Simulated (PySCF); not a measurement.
C3H2ClOP.
Cartesian coordinates in Å at the PBE0-D3(BJ)/def2-SVP level; atoms count from 1:
```
atom  x, y, z in Å
Cl1    2.0769   -1.2943   -0.8675
C2     0.7528   -0.3876   -0.2971
C3     0.6807    0.9325    0.0128
P4    -0.9640    1.3444    0.5595
C5    -1.3729   -0.2954    0.3137
O6    -0.3792   -1.0838   -0.1349
H7     1.5266    1.6123   -0.0735
H8    -2.3155   -0.8231    0.4585
```

NICS = −σ at a ghost point: NICS(0) at the centroid of the ring atoms, NICS(1) 1 Å to either side along the normal of their mean plane, zz for the tensor component along that normal. Level: GIAO PBE0/pcSseg-1 (PySCF, non-relativistic, gas phase) on the PBE0-D3(BJ)/def2-SVP geometry, one conformer.

Ring bond lengths (Å), with Mayer bond orders in brackets: C2–C3 1.358 (1.51), C3–P4 1.781 (1.13), P4–C5 1.708 (1.56), C5–O6 1.345 (1.07), O6–C2 1.339 (1.07).

**Question.** What do the NICS probes read (ppm)?

**Answer.** 
```csv
ring,type,NICS(0),"NICS(1), two faces","NICS(1)zz, two faces",rms pucker (Å),"centre to ring atoms, mean (Å)"
C2–C3–P4–C5–O6,5-membered ring with O and P; formal bonds all aromatic,-11.7,-10.5 / -10.5,-24.4 / -24.4,0.00,1.27
```

**Question.** What do they say, and how far can they be read as aromaticity?

**Answer.** 
- C2–C3–P4–C5–O6: mean NICS(1)zz -24.4 ppm, shielded.

**Question.** And the bond-length index? HOMA = 1 − mean of α(R − Ropt)² over the ring bonds, with Krygowski's 1993 parameters (CC: Ropt 1.388 Å, α 257.7 Å⁻²; CO: Ropt 1.265 Å, α 157.38 Å⁻²; CP: Ropt 1.698 Å, α 118.91 Å⁻²).

**Answer.** 
- C2–C3–P4–C5–O6: HOMA 0.41; the largest term is that of C5–O6, α(R − Ropt)² = 1.02.

**Question.** List the ring angles and the Hirshfeld charges of the ring atoms.

**Answer.** 
- C2–C3–P4–C5–O6: C2 115.7° (+0.069 e), C3 110.1° (-0.150 e), P4 87.4° (+0.064 e), C5 115.7° (-0.043 e), O6 111.1° (-0.055 e); sum 540.0° against 540° for a flat convex ring.

**Question.** How do the values depend on the level or the medium?

**Answer.** 
```
                                   level  NICS(0), C2–C3–P4–C5–O6  mean NICS(1)zz, C2–C3–P4–C5–O6
                      PBE0/pcSseg-1, gas                    -11.7                           -24.4
                  mPW1PW91/pcSseg-2, gas                    -11.1                           -24.2
     PBE0/pcSseg-1, IEF-PCM acetonitrile                    -11.6                           -24.4
PBE0/pcSseg-1, IEF-PCM dimethylsulfoxide                    -11.6                           -24.4
```

The geometry is the same throughout; the continuum's cavity takes Bondi-type radii × 1.2.

Time: 9.7 s; peak memory 0.63 GiB. Hardware: an Arm Neoverse V2 with one thread, on a shared host. This is the whole shielding run at PBE0/pcSseg-1, SCF included.
